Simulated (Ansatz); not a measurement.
Z-matrix (Å, degrees):
```
C
O 1 1.463
H 1 1.084 2 104.3
H 1 1.088 2 108.9 3 119.3
H 1 1.088 2 108.8 3 -119.2
C 2 1.259 1 121.1 3 -179.6
O 6 1.287 2 117.7 1 -0.0
C 6 1.471 2 119.1 1 180.0
H 7 0.970 6 113.4 2 180.0
H 8 1.095 6 109.4 2 121.0
H 8 1.095 6 109.4 2 -121.1
H 8 1.087 6 110.4 2 -0.0
```

The species carries charge 1 and has multiplicity 1.

Q: List the PBE0/def2-TZVPP orbital energies in eV (the Gaussian-basis code of Ansatz). (Best estimate.)

A: The calculation gave: Occupied: -530.89, -530.79, -289.02, -284.87, -284.10, -38.69, -36.41, -27.98, -25.84, -24.52, -21.29, -20.59, -20.47, -18.49, -17.89, -17.17, -16.92, -16.85, -15.92, -15.52. Lowest empty: -6.70, -4.38, -2.99, -2.44, -2.10, -1.46, -1.37, -0.85.
